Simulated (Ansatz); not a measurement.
Input file:

```yaml
crystal:
  periodic: [false, false, false]
  atoms:
    - {symbol: B, position_ang: [0.000000, 0.000000, -1.467200]}
    - {symbol: N, position_ang: [0.000000, 0.000000, -0.205200]}
    - {symbol: Ga, position_ang: [0.000000, 0.000000, 1.672400]}
basis:
  gaussian: {orbitals: cc-pVDZ}
total_charge: 1
magnetization: {spin_polarized: true, initial_magnetization: 2}
hamiltonian: {xc: hf}
output: {orbitals: {seedname: orbitals}}
```

```sh
$ ansatz run in.yaml --threads 1 --pin off --events-out ev --progress --plain --max-ram 2393MiB
```

Log:

```
593 factors; integrals over basis functions are off by at most 1.2e-3 eV
mean field evaluation 1: about -54465.5476 eV, gradient 5.1e1 eV
mean field evaluation 2: about -54465.6287 eV, gradient 5.0e1 eV
mean field evaluation 4: about -54477.6328 eV, gradient 4.5e0 eV
mean field evaluation 8: about -54477.9168 eV, gradient 3.4e-1 eV
mean field evaluation 16: about -54477.9235 eV, gradient 2.2e-5 eV
mean field evaluation 32: about -54477.1600 eV, gradient 3.7e-1 eV
mean field evaluation 64: about -54467.2930 eV, gradient 3.0e1 eV
mean field evaluation 96: about -54472.3376 eV, gradient 1.7e1 eV
mean field evaluation 128: about -54470.3865 eV, gradient 1.9e1 eV
mean field -54477.92352718 eV, -2002.0267631610 hartree, gradient 2.2e-5 eV, S^2 2.028097; 2 other end points of the search recorded, 0 dependent functions left out
reference -54477.92352718 eV, -2002.0267631610 hartree; 22, 20 occupied and 33, 35 virtual orbitals, 593 factors
Total energy: -54477.92352718 eV, -2002.0267631610 hartree
```

Ran on 1 thread of AMD EPYC 9R45, shared host: 0.96 s wall, 0.14 GiB peak host memory.
